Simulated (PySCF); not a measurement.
**N2H3 (hydrazinyl radical): U-r2SCAN/STO-3G**

What is the vertical ionisation energy of N2H3 (hydrazinyl radical) at U-r2SCAN/STO-3G? The job is set up through a Python script.

The calculation is run with PySCF 2.14.0.

8 further runs of the same task are left out: 8 set aside as unsound or not needed.

### 1 The system as given

N2H3: 5 atoms, total charge 0, spin state doublet. As SMILES, `[NH]N`. Geometry: relaxed at GFN2-xTB. This is one conformer, not always the lowest.

Bond lengths: N1–N2 1.335 Å, N1–H3 1.020 Å, N2–H4 1.011 Å, N2–H5 1.017 Å. Angles: N1–N2–H4 112.8°, N1–N2–H5 121.7°, N2–N1–H3 109.8°, H4–N2–H5 116.1°.

### 2 A single-point energy at U-r2SCAN/STO-3G

Input file input.py:

```python
from pyscf import gto, dft

molecule = gto.Mole()
molecule.atom = '''
N     -0.330645    -1.522137     0.845199
N     -0.238616     0.476154    -0.691413
H      1.420602    -1.869223     1.570532
H     -1.971117     1.091884    -1.206968
H      1.119757     1.823302    -0.517350
'''
molecule.spin = 1
molecule.verbose = 3
molecule.max_memory = 1860
molecule.unit = 'bohr'
molecule.basis = 'sto-3g'
molecule.charge = 0
molecule.build()

myscf = dft.UKS(molecule, xc='r2scan')
myscf.conv_tol = 1e-10
myscf.grids.level = 5
myscf.kernel()
if not myscf.converged:
    myscf = myscf.newton().run(myscf.mo_coeff, myscf.mo_occ)

etot = myscf.e_tot
print('E = %.10f Eh' % etot)
```

The run is started by

```
$ OMP_NUM_THREADS=1 python input.py
```

Output:

```text
WARN: HOMO -0.104147319619297 >= LUMO -0.104147319619298

converged SCF energy = -109.695257997094  <S^2> = 0.7515395  2S+1 = 2.0015389
E = -109.6952579971 Eh
```

It took 4.2 s on 1 thread of Arm Neoverse V2, shared host; peak memory 0.19 GiB.

### 3 The singlet cation

Input file run.py:

```python
from pyscf import gto, dft

system = gto.M(
    atom=[
    ('N', (-0.174970, -0.805480, 0.447260)),
    ('N', (-0.126270, 0.251970, -0.365880)),
    ('H', (0.751750, -0.989150, 0.831090)),
    ('H', (-1.043070, 0.577800, -0.638700)),
    ('H', (0.592550, 0.964850, -0.273770)),
],
    max_memory=1860,
    spin=0,
    charge=1,
    verbose=4,
    basis='sto-3g',
)

ks = dft.RKS(system)
ks.xc = 'r2scan'
ks.conv_tol = 1e-10
ks.grids.level = 5
ks.kernel()
if not ks.converged:
    ks = ks.newton().run(ks.mo_coeff, ks.mo_occ)

energy = ks.e_tot
print('E(%s) = %.9f' % ('R2SCAN', energy))
```

The run is started by

```
$ OMP_NUM_THREADS=1 python run.py
```

Output:

```text
PySCF version 2.14.0

[INPUT] num. atoms = 5
[INPUT] num. electrons = 16
[INPUT] charge = 1
[INPUT] spin (= nelec alpha-beta = 2S) = 0
[INPUT] symmetry False subgroup None
[INPUT] Mole.unit = angstrom
[INPUT] Symbol           X                Y                Z      unit          X                Y                Z       unit  Magmom
[INPUT]  1 N     -0.174970000000  -0.805480000000   0.447260000000 AA   -0.330645380015  -1.522136598815   0.845198906473 Bohr   0.0
[INPUT]  2 N     -0.126270000000   0.251970000000  -0.365880000000 AA   -0.238615717749   0.476154291607  -0.691412994456 Bohr   0.0
[INPUT]  3 H      0.751750000000  -0.989150000000   0.831090000000 AA    1.420601614142  -1.869222596114   1.570532484865 Bohr   0.0
[INPUT]  4 H     -1.043070000000   0.577800000000  -0.638700000000 AA   -1.971116628750   1.091883754774  -1.206968075760 Bohr   0.0
[INPUT]  5 H      0.592550000000   0.964850000000  -0.273770000000 AA    1.119757215111   1.823302251287  -0.517350321122 Bohr   0.0

nuclear repulsion = 36.7009277596312
number of shells = 9
number of NR pGTOs = 39
number of NR cGTOs = 13
basis = sto-3g
ecp = {}

******** <class 'pyscf.dft.rks.RKS'> ********
method = RKS
initial guess = minao
damping factor = 0
level_shift factor = 0
DIIS = <class 'pyscf.scf.diis.CDIIS'>
diis_start_cycle = 1
diis_space = 8
diis_damp = 0
SCF conv_tol = 1e-10
SCF conv_tol_grad = None
SCF max_cycles = 50
direct_scf = True
direct_scf_tol = 1e-13
XC library pyscf.dft.libxc version 7.0.0
    S. Lehtola, C. Steigemann, M. J.T. Oliveira, and M. A.L. Marques.,  SoftwareX 7, 1–5 (2018)
XC functionals = r2scan
    J. W. Furness, A. D. Kaplan, J. Ning, J. P. Perdew, and J. Sun.,  J. Phys. Chem. Lett. 11, 8208-8215 (2020)
    J. W. Furness, A. D. Kaplan, J. Ning, J. P. Perdew, and J. Sun.,  J. Phys. Chem. Lett. 11, 9248-9248 (2020)
    J. W. Furness, A. D. Kaplan, J. Ning, J. P. Perdew, and J. Sun.,  J. Phys. Chem. Lett. 11, 8208-8215 (2020)
    J. W. Furness, A. D. Kaplan, J. Ning, J. P. Perdew, and J. Sun.,  J. Phys. Chem. Lett. 11, 9248-9248 (2020)
radial grids:
    Treutler-Ahlrichs [JCP 102, 346 (1995); DOI:10.1063/1.469408] (M4) radial grids

becke partition: Becke, JCP 88, 2547 (1988); DOI:10.1063/1.454033
pruning grids: <function nwchem_prune>
grids dens level: 5
symmetrized grids: False
atomic radii adjust function: <function treutler_atomic_radii_adjust>
small_rho_cutoff = 0
Set gradient conv threshold to 1e-05
Initial guess from minao.
tot grids = 154848
init E= -109.899272532391
  HOMO = -0.277580231205644  LUMO = -0.104147298630647  gap/eV = 4.71935
cycle= 1 E= -109.445151816937  delta_E= 0.454  |g|= 0.216  |ddm|= 2.74
  HOMO = -0.530503403925257  LUMO = -0.436061628971551  gap/eV = 2.56989
cycle= 2 E= -109.391993629988  delta_E= 0.0532  |g|= 0.464  |ddm|= 0.783
  HOMO = -0.562461950697137  LUMO = -0.44109510964455  gap/eV = 3.30256
cycle= 3 E= -109.457138788486  delta_E= -0.0651  |g|= 0.0982  |ddm|= 0.624
  HOMO = -0.546758166744571  LUMO = -0.427032351999335  gap/eV = 3.25791
cycle= 4 E= -109.460168371385  delta_E= -0.00303  |g|= 0.00666  |ddm|= 0.114
  HOMO = -0.549007890579281  LUMO = -0.429344039902768  gap/eV = 3.25622
cycle= 5 E= -109.460182266142  delta_E= -1.39e-05  |g|= 0.00185  |ddm|= 0.0111
  HOMO = -0.548812873780212  LUMO = -0.429260090328904  gap/eV = 3.25320
cycle= 6 E= -109.460183311808  delta_E= -1.05e-06  |g|= 0.000348  |ddm|= 0.00271
  HOMO = -0.54878608296424  LUMO = -0.429255475387087  gap/eV = 3.25259
cycle= 7 E= -109.460183362394  delta_E= -5.06e-08  |g|= 9.73e-05  |ddm|= 0.000852
  HOMO = -0.548780471441732  LUMO = -0.429257162062417  gap/eV = 3.25239
cycle= 8 E= -109.460183365624  delta_E= -3.23e-09  |g|= 3.83e-06  |ddm|= 0.000142
  HOMO = -0.548780196308305  LUMO = -0.429256977269983  gap/eV = 3.25239
cycle= 9 E= -109.460183365629  delta_E= -4.32e-12  |g|= 5.83e-07  |ddm|= 4.55e-06
  HOMO = -0.548780036409686  LUMO = -0.429256940123635  gap/eV = 3.25239
Extra cycle  E= -109.460183365628  delta_E= 9.09e-13  |g|= 1.91e-06  |ddm|= 2.68e-06
converged SCF energy = -109.460183365628
E(R2SCAN) = -109.460183366
```

Run time: 2.3 s. Hardware: 1 thread of Arm Neoverse V2, shared host; peak memory 0.17 GiB.

### 4 What came out

Level: U-r2SCAN/STO-3G.

```
                                          quantity          value
                        doublet N2H3: total energy  -109.69526 Eh
                       doublet N2H3: dipole moment         2.38 D
  doublet N2H3: HOMO energy (highest over α and β)       -0.91 eV
   doublet N2H3: LUMO energy (lowest over α and β)        2.24 eV
                                doublet N2H3: ⟨S²⟩          0.752
                      singlet cation: total energy  -109.46018 Eh
                       singlet cation: HOMO energy      -14.93 eV
                       singlet cation: LUMO energy      -11.68 eV
                     singlet cation: HOMO–LUMO gap        3.25 eV
vertical ionisation energy (to the singlet cation)       6.397 eV
```

**Reading.** The vertical ionisation energy comes to 6.40 eV (617 kJ/mol). Only the singlet of the ionised species was computed; a triplet could lie lower. In a minimal basis such a difference can be off by several eV, whatever the method. Mulliken charges (singlet cation) run from -0.14 on N2 to +0.38 on H4; they depend strongly on the basis.
